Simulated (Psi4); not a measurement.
Reaction (SMILES): FC(F)(F)F + 4 [H][H] (H2) → C (CH4) + 4 F (HF)
B3LYP-D3(BJ)/def2-TZVP geometries, fixed; electronic energies without zero-point terms.
Largest species:
```
C
F 1 1.3260
F 1 1.3260 2 109.47
F 1 1.3260 2 109.47 3 120.00
F 1 1.3260 2 109.47 4 120.00
```
Charge 0, spin multiplicity 1.

Effect of the treatment of two-electron integrals at B3LYP/aug-cc-pVTZ with Psi4, against the last row, where the energy of full hydrogenation is -68.61 kcal/mol.

| setting | largest shift of a total energy (mEh) | shift of the energy of full hydrogenation (kcal/mol) |
|---|---|---|
| scf_type: df | -0.011 | -0.013 |
| scf_type: cd | -0.099 | -0.002 |
| scf_type: pk | 0.000 | 0.000 |

Within 0.02 kcal/mol in the energy of full hydrogenation: scf_type: df; scf_type: cd. The largest shift is 0.099 mEh in a total energy and 0.013 kcal/mol in the difference.
